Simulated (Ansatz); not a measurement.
Geometry optimisation, RKS PBE/def2-SVP in Ansatz.

input.yaml

```yaml
crystal:
  periodic: [false, false, false]
  atoms:
    - { symbol: O, position_ang: [-0.85534, 0.92206, -0.7006] }
    - { symbol: C, position_ang: [0.40511, 0.76775, -0.16685] }
    - { symbol: S, position_ang: [0.4639, -0.45831, 1.22466] }
    - { symbol: S, position_ang: [-1.22249, -0.02014, 2.27336] }
    - { symbol: H, position_ang: [-1.44472, 1.32976, -0.05326] }
    - { symbol: H, position_ang: [0.81257, 1.68604, 0.26703] }
    - { symbol: H, position_ang: [1.05762, 0.3952, -0.95533] }
    - { symbol: H, position_ang: [-0.72633, 0.93523, 3.07158] }
basis:
  gaussian: { orbitals: def2-SVP }
hamiltonian:
  xc: pbe
relax:
  f_tol: 0.015
  max_steps: 40
```

Launched with:

```bash
$ ansatz run input.yaml --threads 1 --pin off --max-ram 2048MiB --backend cpu --events-out ev --progress --plain --runs-dir out
```

**Question.** Where does it end, and by what steps?

**Answer.** It converged. After 7 steps the energy has fallen by 0.134 eV; S3 moved furthest, 0.17 Å.

```csv
step,energy less start (eV),largest force component (eV/Å),accepted
0,0.0000,1.089,yes
1,-0.0877,0.442,yes
2,-0.1158,0.397,yes
3,-0.1272,0.177,yes
4,-0.0875,0.616,no
5,-0.1336,0.051,yes
6,-0.1332,0.159,no
7,-0.1338,0.013,yes
```

```xyz
8
Properties=species:S:1:pos:R:3
O -0.833 0.964 -0.800
C 0.375 0.785 -0.155
S 0.372 -0.574 1.140
S -1.242 0.096 2.283
H -1.487 1.180 -0.100
H 0.751 1.701 0.361
H 1.136 0.448 -0.890
H -0.582 0.959 3.122
```

Time of the run: 11 s on 1 thread of Intel(R) Xeon(R) 6975P-C (Granite Rapids), with other jobs on the host, peak memory 0.14 GiB.
